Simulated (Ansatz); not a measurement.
**C3H3F3: ranking of conformers, by script**

All numbers are computed with Ansatz 0.2.0, driven from Python. Level of theory: MP2/def2-SVP.

## (1) The structure

The script builds its own geometries from the SMILES F/C=C(/F)CF.

No structure file is read: the coordinates are typed or built in the script.

## (2) Script

Contents of c3h3f3_conformers.py:

```python
'''Rank force-field conformers of C3H3F3 by single points.'''

from dataclasses import dataclass

import ansatz
from rdkit import Chem
from rdkit.Chem import AllChem


@dataclass(frozen=True)
class RunConfig:
    basis_set: str = 'def2-SVP'
    level: str = 'mp2'


cfg = RunConfig()


def main() -> None:
    rd = Chem.AddHs(Chem.MolFromSmiles('F/C=C(/F)CF'))
    ids = list(AllChem.EmbedMultipleConfs(rd, numConfs=20, randomSeed=851, pruneRmsThresh=0.4))
    field = [energy for _, energy in AllChem.MMFFOptimizeMoleculeConfs(rd)]
    distinct = {round(e, 2): i for i, e in zip(ids, field)}
    chosen = sorted(distinct.items())[:3]
    found = []
    for force_field, index in chosen:
        molecule = ansatz.Crystal.molecule()
        for atom, xyz in zip(rd.GetAtoms(), rd.GetConformer(index).GetPositions()):
            molecule = molecule.atom(atom.GetSymbol(), xyz.round(5).tolist())
        model = molecule.calculation().basis(gaussian=cfg.basis_set).correlation(cfg.level)
        found.append(model.run().report['free_energy_ev'])
    print('conformer   MMFF (kcal/mol)   this level (kJ/mol)')
    for (force_field, index), e in zip(chosen, found):
        print(f'{index:9d} {force_field - chosen[0][0]:17.2f} {96.485332 * (e - min(found)):17.3f}')


if __name__ == '__main__':
    main()
```

## (3) The calls as engine input

The package turns the script's settings into the engine's input (first run):

```yaml
crystal:
  periodic: [false, false, false]
  atoms:
    - { symbol: F, position_ang: [1.36912, 1.32618, -0.82634] }
    - { symbol: C, position_ang: [1.36572, 0.13409, -0.20278] }
    - { symbol: C, position_ang: [0.24177, -0.46105, 0.19551] }
    - { symbol: F, position_ang: [0.35056, -1.6669, 0.80035] }
    - { symbol: C, position_ang: [-1.12033, 0.11457, 0.00285] }
    - { symbol: F, position_ang: [-1.73721, 0.29562, 1.20371] }
    - { symbol: H, position_ang: [2.3658, -0.25426, -0.0804] }
    - { symbol: H, position_ang: [-1.09914, 1.08257, -0.50642] }
    - { symbol: H, position_ang: [-1.7363, -0.57082, -0.58647] }
basis:
  gaussian:
    orbitals: def2-SVP
correlation:
  method: mp2
```

## (4) Launch

On the command line:

```sh
$ python c3h3f3_conformers.py
```

Q: Estimate wall time and peak memory on 1 thread of Arm Neoverse V1, shared host.

About 4.2 s, with a peak of 0.3 GiB.
